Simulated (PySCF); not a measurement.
Isomers of C5H7P, mass 98.029 u with the commonest isotopes. Method: CAM-B3LYP/def2-SVPD in PySCF (dipole) on a GFN2-xTB geometry, gas phase. One conformer each, none proved a minimum here; rigid rotors.

Task: Order these by out-of-plane moment Σ m c² = (Ia + Ib − Ic)/2, smallest first.
A. `[CH2:1]=[C:2]=[P:3][CH:4]1[CH2:5][CH2:6]1` with C2–P3–C4–C5 146°
B. `[CH:1]1=[CH:2][PH:3][CH:4]=[CH:5][CH2:6]1` with C1–C2–P3–C4 -33°, C2–P3–C4–C5 33°, C4–C5–C6–C1 -35°, C2–C1–C6–C5 35°
C. `CC#C/P=C/C`
D. `[CH2:1]=[CH:2][P:3]=[C:4]=[CH:5][CH3:6]` with C1–C2–P3–C4 179°
E. `[CH:1]1=[CH:2][P:3]1[CH:4]1[CH2:5][CH2:6]1` with C2–P3–C4–C5 -169°

Result: C (3.14 u·Å²), B (8.62 u·Å²), D (12.90 u·Å²), A (21.44 u·Å²), E (28.14 u·Å²).

Task: Order these by dipole moment, smallest first.
A. `CC#C/P=C/C`
B. `[CH:1]1=[CH:2][PH:3][CH:4]=[CH:5][CH2:6]1` with C1–C2–P3–C4 -33°, C2–P3–C4–C5 33°, C4–C5–C6–C1 -35°, C2–C1–C6–C5 35°
C. `[CH2:1]=[C:2]=[P:3][CH:4]1[CH2:5][CH2:6]1` with C2–P3–C4–C5 146°

Result: B (1.19 D), C (1.34 D), A (1.65 D).

Task: Order these by rotational constant A, largest first.
A. `[CH2:1]=[C:2]=[P:3][CH:4]1[CH2:5][CH2:6]1` with C2–P3–C4–C5 146°
B. `[CH:1]1=[CH:2][PH:3][CH:4]=[CH:5][CH2:6]1` with C1–C2–P3–C4 -33°, C2–P3–C4–C5 33°, C4–C5–C6–C1 -35°, C2–C1–C6–C5 35°
C. `[CH2:1]=[CH:2][P:3]=[C:4]=[CH:5][CH3:6]` with C1–C2–P3–C4 179°
D. `CC#C/P=C/C`

Result: D (10834 MHz), C (8366 MHz), A (8166 MHz), B (4655 MHz).

| SMILES | point group | Ia (u·Å²) | Ib (u·Å²) | Ic (u·Å²) | κ | μa (D) | μb (D) | μc (D) |
| --- | --- | --- | --- | --- | --- | --- | --- | --- |
| CC#C/P=C/C | – | 46.65 | 450.21 | 490.57 | -0.98 | 0.65 | 1.52 | 0.00 |
| C=C=PC1CC1 | Cs | 61.89 | 331.96 | 350.97 | -0.98 | 0.32 | 1.30 | 0.00 |
| C1=CP1C1CC1 | – | 62.87 | 275.11 | 281.70 | -0.99 | 0.15 | 0.10 | 1.40 |
| C1=CPC=CC1 | Cs | 108.56 | 155.54 | 246.86 | -0.08 | 1.02 | 0.00 | 0.62 |
| C=CP=C=CC | C1 | 60.41 | 395.63 | 430.25 | -0.97 | 0.86 | 1.26 | 0.25 |
